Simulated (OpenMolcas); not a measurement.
**One shape, several levels: [PH2]− (phosphanide)**

We compute a comparison of 6 runs (B2PLYP/6-31G, B3LYP/6-31G, M06-2X/6-31G, PBE/6-31G, PBE0/6-31G, CCSD(T)/6-31G) of [PH2]− (phosphanide). 

The results are computed with OpenMolcas 26.06.

1 further run of the same task is left out (set aside as unsound or not needed).

### 1 The structure to begin with

[PH2]−: 3 atoms, total charge -1, spin state singlet. As SMILES, `[PH2-]`. Geometry: relaxed at GFN2-xTB.

Bond lengths: P1–H2 1.345 Å, P1–H3 1.345 Å. Angles: H2–P1–H3 91.0°.

### 2 The energy at B2PLYP/6-31G (run 1)

The input, job.inp:

```
>>> EXPORT MOLCAS_PRINT=2

&gateway
 baslib = $CurrDir
 basisset
 P.6-31G....
 P1 0.498920 -0.293580 0.245050 angstrom
 End of Basis
 basisset
 H.6-31G....
 H2 0.105590 0.990220 0.165130 angstrom
 H3 -0.604500 -0.696650 -0.410180 angstrom
 End of Basis

&seward
 gridinput
 Grid=UltraFine
 End of Grid

&scf
 charge = -1
 ksdft = B2PLYP_SCF
 thresholds = 1e-10 1e-07 1e-07 1e-05
 prorbitals = 1 1

&mbpt2
 frozen = 5
```

The basis set 6-31G is read from a file made from the Basis Set Exchange's data (not shown).

Started as:

```
$ export MOLCAS_MEM=1860
$ pymolcas job.inp > job.log
```

What it wrote:

```text
--- Start Module: gateway ---
[...]
--- Stop Module: gateway /rc=_RC_ALL_IS_WELL_ ---
[...]
      Basis functions           17
[...]
--- Start Module: scf ---
[...]
       Convergence after  12 Iterations
[...]
::    Total KS-DFT energy                            -342.2824334739
[...]
      Total spin, S                                     0.0000000000
[...]
      Total electronic charge=   18.000000
      Total            charge=   -1.000000
[...]
      Dipole Moment (debye):
      Origin of the operator (angstrom)=    0.4532   -0.2667    0.2226
                   X= -9.6427E-01               Y=  5.6751E-01               Z= -4.7361E-01           Total=  1.2150E+00
      Center of Charge (angstrom)
[...]
--- Stop Module: scf /rc=_RC_ALL_IS_WELL_ ---
[...]
--- Start Module: mbpt2 ---
[...]
 ###    WARNING: MP2 implementation intended for RHF references only         ###
 ###############################################################################
MBPT2 WARNING: Reference function according to RunFile:KS-DFT
I'll assume you know what you're doing and continue
WARNING!
Default frozen orbitals as non valence orbitals is overwritten by user input.
Default values:   5
[...]
       Reference weight ( Cref**2 )         =        0.95501
::    Total MBPT2 energy                             -342.3521121955
[...]
      Total MBPT2 calculations                           0.03      0.03
--- Stop Module: mbpt2 /rc=_RC_ALL_IS_WELL_ ---
[...]
```

It took 3.3 s on 1 thread of Arm Neoverse V2, shared host; peak memory 0.37 GiB.

### 3 The energy at B3LYP/6-31G (run 2)

The input, job.inp:

```
* H2P Kohn-Sham DFT

&GATEWAY
  BASLIB=$CurrDir
  BASISSET
  P.6-31G....
  P1 0.498920 -0.293580 0.245050 angstrom
  End of Basis
  BASISSET
  H.6-31G....
  H2 0.105590 0.990220 0.165130 angstrom
  H3 -0.604500 -0.696650 -0.410180 angstrom
  End of Basis

&SEWARD
  GRIDINPUT
  Grid=UltraFine
  End of Grid

&SCF
  CHARGE=-1
  KSDFT=B3LYP
  THRESHOLDS=1e-10 1e-07 1e-07 1e-05
  PRORBITALS=1 1
```

The basis set 6-31G is read from a file made from the Basis Set Exchange's data (not shown).

Started as:

```
$ export MOLCAS_MEM=1860
$ pymolcas job.inp > job.log
```

What it wrote:

```text
--- Start Module: gateway ---
[...]
--- Stop Module: gateway /rc=_RC_ALL_IS_WELL_ ---
--- Start Module: seward ---
[...]
      Basis functions           17
--- Stop Module: seward /rc=_RC_ALL_IS_WELL_ ---
--- Start Module: scf ---
[...]
       Convergence after  13 Iterations
[...]
::    Total KS-DFT energy                            -342.4939517313
[...]
      Total spin, S                                     0.0000000000
[...]
      Total electronic charge=   18.000000
      Total            charge=   -1.000000
[...]
      Dipole Moment (debye):
      Origin of the operator (angstrom)=    0.4532   -0.2667    0.2226
                   X= -1.0104E+00               Y=  5.9462E-01               Z= -4.9624E-01           Total=  1.2730E+00
      Center of Charge (angstrom)
[...]
--- Stop Module: scf /rc=_RC_ALL_IS_WELL_ ---
[...]
```

Wall time 3.9 s (1 thread of Arm Neoverse V2, shared host); peak memory 0.37 GiB.

Runs 3 to 4 aren't shown in full; the table further down has their settings and results.

### 4 The energy at PBE0/6-31G (run 5)

The input, job.inp:

```
* H2P Kohn-Sham DFT
&gateway
baslib = $CurrDir
basisset
P.6-31G....
P1 0.498920 -0.293580 0.245050 angstrom
End of Basis
basisset
H.6-31G....
H2 0.105590 0.990220 0.165130 angstrom
H3 -0.604500 -0.696650 -0.410180 angstrom
End of Basis
&seward
gridinput
Grid=UltraFine
End of Grid
&scf
charge = -1
ksdft = PBE0
thresholds = 1e-10 1e-07 1e-07 1e-05
prorbitals = 1 1
```

The basis set 6-31G is read from a file made from the Basis Set Exchange's data (not shown).

Started as:

```
$ export MOLCAS_MEM=1860
$ pymolcas job.inp > job.log
```

What it wrote:

```text
--- Start Module: gateway ---
[...]
--- Stop Module: gateway /rc=_RC_ALL_IS_WELL_ ---
--- Start Module: seward ---
[...]
      Basis functions           17
--- Stop Module: seward /rc=_RC_ALL_IS_WELL_ ---
--- Start Module: scf ---
[...]
       Convergence after  12 Iterations
[...]
::    Total KS-DFT energy                            -342.3385247549
[...]
      Total spin, S                                     0.0000000000
[...]
      Total electronic charge=   18.000000
      Total            charge=   -1.000000
[...]
      Dipole Moment (debye):
      Origin of the operator (angstrom)=    0.4532   -0.2667    0.2226
                   X= -1.0968E+00               Y=  6.4550E-01               Z= -5.3871E-01           Total=  1.3820E+00
      Center of Charge (angstrom)
[...]
--- Stop Module: scf /rc=_RC_ALL_IS_WELL_ ---
[...]
```

Wall time 3.3 s (1 thread of Arm Neoverse V2, shared host); peak memory 0.37 GiB.

### 5 The energy at CCSD(T)/6-31G (run 6)

The input, job.input:

```
>>> EXPORT MOLCAS_PRINT=2

&GATEWAY
 BasLib=$CurrDir
 BasisSet
 P.6-31G....
 P1 0.498920 -0.293580 0.245050 angstrom
 End of Basis
 BasisSet
 H.6-31G....
 H2 0.105590 0.990220 0.165130 angstrom
 H3 -0.604500 -0.696650 -0.410180 angstrom
 End of Basis

&SEWARD

&SCF
 Charge=-1
 Thresholds=1e-10 1e-07 1e-07 1e-05
 PrOrbitals=1 1

&RASSCF
 FileOrb=$Project.ScfOrb
 Spin=1
 Nactel=0 0 0
 Inactive=9
 Ras2=0
 OutOrbitals=Canonical
 OrbListing=Nothing

&MOTRA
 JobIph
 Frozen=5

&CCSDT
 CCT
 Triples=2
 Iterations=80
 Accuracy=1e-08
 Extrapolation=5 4
```

The basis set 6-31G is read from a file made from the Basis Set Exchange's data (not shown).

Started as:

```
$ export MOLCAS_MEM=1860
$ pymolcas job.input > job.log
```

What it wrote:

```text
--- Start Module: gateway ---
[...]
--- Stop Module: gateway /rc=_RC_ALL_IS_WELL_ ---
[...]
      Basis functions           17
[...]
       Convergence after  12 Iterations
[...]
::    Total SCF energy                               -341.7976886128
[...]
      Total spin, S                                     0.0000000000
[...]
      Number of active orbitals                  0
[...]
      Spin quantum number                      0.0
[...]
      Active orbitals                            0
[...]
      Number of CSFs                             1
[...]
      Number of root(s) required                 1
[...]
      Convergence after  4 iterations
[...]
      Natural orbitals and occupation numbers for root  1
      ************************************************************************************************************************
      *                                                    Final results                                                     *
      ************************************************************************************************************************
[...]
::    RASSCF root number  1 Total energy:   -341.79768861
[...]
      Total electronic charge=   18.000000
      Total            charge=   -1.000000
[...]
      Dipole Moment (debye):
      Origin of the operator (angstrom)=    0.4532   -0.2667    0.2226
                   X= -8.9934E-01               Y=  5.2930E-01               Z= -4.4171E-01           Total=  1.1332E+00
      Center of Charge (angstrom)
[...]
--- Start Module: motra ---
[...]
--- Stop Module: motra /rc=_RC_ALL_IS_WELL_ ---
--- Start Module: ccsdt ---
[...]
      Convergence after                     8  Iterations
      Total energy (diff) :    -341.86946148      -0.00000000
[...]
 METHOD                       : CCSD+T(CCSD)+<T3(1)WT1> = CCSD(T)
[...]
       CCSD     =      -341.8694614787317
[...]
```

Run time: 2.3 s. Hardware: 1 thread of Arm Neoverse V2, shared host; peak memory 0.37 GiB.

### 6 Overview of the runs

```
run          level  frozen core orbitals  integration grid  energy (Eh)  HOMO energy (eV)  LUMO energy (eV)  HOMO–LUMO gap (eV)  wall time
  1   B2PLYP/6-31G                     5         UltraFine  -342.301247              0.95              9.69                8.74      3.3 s
  2    B3LYP/6-31G                     –         UltraFine  -342.493952              2.08              8.31                6.24      3.9 s
  3   M06-2X/6-31G                     –         UltraFine  -342.441636              0.84              9.29                8.45      3.6 s
  4      PBE/6-31G                     –         UltraFine  -342.304518              2.89              7.66                4.77      3.3 s
  5     PBE0/6-31G                     –         UltraFine  -342.338525              1.76              8.48                6.72      3.3 s
  6  CCSD(T)/6-31G                     5                 –  -341.870119             -0.64             11.62               12.26      2.3 s
```

### 7 Results

| quantity | value |
| --- | --- |
| run 6: total energy | -341.87012 Eh |
| run 6: HOMO energy (Hartree–Fock orbitals) | -0.64 eV |
| run 6: LUMO energy (Hartree–Fock orbitals) | 11.62 eV |
| run 6: HOMO–LUMO gap (to an unbound level, set by the basis) | 12.26 eV |
| run 6: correlation energy (5 core orbitals frozen) | -72.4 mEh |
| run 6: (T) correction | -0.66 mEh |

In words: Over runs 1, 2, 3, 4, 5 the HOMO–LUMO gap runs from 4.77 eV (PBE/6-31G) to 8.74 eV (B2PLYP/6-31G). The empty levels of an anion lie above zero and hang on the basis. A double hybrid's value is that of its SCF part. For B2PLYP the log adds the whole second-order term; the table takes 0.27 of it, as the functional is defined. Totals of different functionals can't be ranked against each other. In runs 1, 2, 3, 4, 5 the HOMO lies above zero, so the outermost electron may be held by the basis alone. All runs together took 20 s, the longest 3.9 s.
